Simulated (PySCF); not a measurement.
**Potential energy of C₂ along the bond**

Set-up: PySCF, no relativity, basis sets C aug-pcseg-1. Energies in eV from C + C in their ground configurations at the same level. State: ³Πu (triplet), unpaired electrons σ ↑, π ↑.

All columns are PBE0.

```
R (Å)  E (eV)  HOMO (eV)  LUMO (eV)  Mayer bond order  ⟨S²⟩
1.126  -4.629      -9.31      -6.52              1.96  2.00
1.178  -5.488      -9.57      -6.28              2.04  2.00
1.230  -5.970      -9.35      -6.07              2.10  2.00
1.270  -6.142      -9.16      -5.92              2.14  2.00
1.309  -6.188      -8.97      -5.79              2.17  2.00
1.348  -6.135      -8.80      -5.66              2.20  2.00
1.401  -5.947      -8.59      -5.51              2.22  2.00
1.466  -5.578      -8.35      -5.40              2.23  2.00
1.545  -5.017      -8.09      -5.36              2.23  2.01
1.649  -4.176      -7.78      -5.29              2.22  2.01
```

The state is the lowest determinant that a PBE0 search found; another state may lie lower at other levels.
